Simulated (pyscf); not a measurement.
Optimised with ωB97X-D3(BJ)/def2-SVP in PySCF.

PBE/def2-TZVP puts the barrier of H₃C–Sn(Cl)(Cl)–Cl (SMILES [CH3][Sn]([Cl])([Cl])[Cl]) + HF (SMILES F) → CH₄ (SMILES C) + F–Sn(Cl)(Cl)–Cl (SMILES [F][Sn]([Cl])([Cl])[Cl]) (four-centre exchange; singlet surface; C–Sn, F–H broken, C–H, F–Sn formed) at 25.8 kcal/mol and the reaction energy at -12.7 kcal/mol, from the separated reactants. What do r²SCAN/def2-TZVP, PBE0-D3(BJ)/def2-TZVP, ωB97M-D3(BJ)/def2-TZVP give on the same structures?

r²SCAN: ΔE‡ = 25.7 kcal/mol, ΔE = -13.2 kcal/mol; PBE0-D3(BJ): ΔE‡ = 29.4 kcal/mol, ΔE = -9.3 kcal/mol; ωB97M-D3(BJ): ΔE‡ = 31.4 kcal/mol, ΔE = -11.2 kcal/mol. PBE's barrier matches one of them and lies within 5.6 kcal/mol of the others. Its reaction energy lies among theirs. On the reactant side the descent ends in a complex (not fully relaxed), 5.9 kcal/mol under the separated species and 36.9 kcal/mol under the saddle at ωB97X-D3(BJ)/def2-TZVP. One saddle was located; it need not be the lowest between these sides. Elements past Kr carry the def2 core potentials, without spin-orbit coupling.
